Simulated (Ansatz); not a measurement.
Ideal-gas functions of `N[Si]Cl` at 800 K and 1 bar, from an Ansatz frequency run at PBE0-D4/def2-TZVP.

Molar mass 79.56 g/mol, point group Cs (symmetry number 1), electronic degeneracy 1, moments of inertia 25.599, 111.214, 136.813 u Å². Harmonic wavenumbers (cm⁻¹, unscaled): 259, 481, 514, 535, 765, 879, 1565, 3569, 3679.

Use S(trans) = R[1.5 ln M + 2.5 ln T − 1.1517]; rotational temperatures θ = 24.2544 K / I; S(rot) = R[ln(√π/σ · √(T³/θAθBθC)) + 1.5]; for each mode x = 1.438777 ν̃/T, S = R[x/(eˣ − 1) − ln(1 − e⁻ˣ)] and H = RT x/(eˣ − 1); 1 cm⁻¹ = 0.0119627 kJ/mol; R = 8.31446 J/(mol·K).

Task: By hand: the entropy, in J/(mol·K).

Result: Translation 184.0. Rotation: θ = 0.9475, 0.2181, 0.1773 K, giving 114.3. Vibration, mode by mode: 14.74, 9.77, 9.26, 8.95, 6.29, 5.32, 2.01, 0.10, 0.08, in all 56.5. Electronic 0.0. Sum 354.8 J/(mol·K).

Task: By hand: H − E and G − E in kJ/mol, counted from the electronic energy.

Result: Zero-point energy ½ × 12246 × 0.0119627 = 73.2; thermal vibration 24.5; translation, rotation and pV give 4 RT = 26.6. H − E = 124.3 kJ/mol, and G − E = 124.3 − 800 × 354.8/1000 = -159.5 kJ/mol.

Vibration gives 16 % of the entropy. The sum counts one conformer and one mirror image; others add a mixing term.
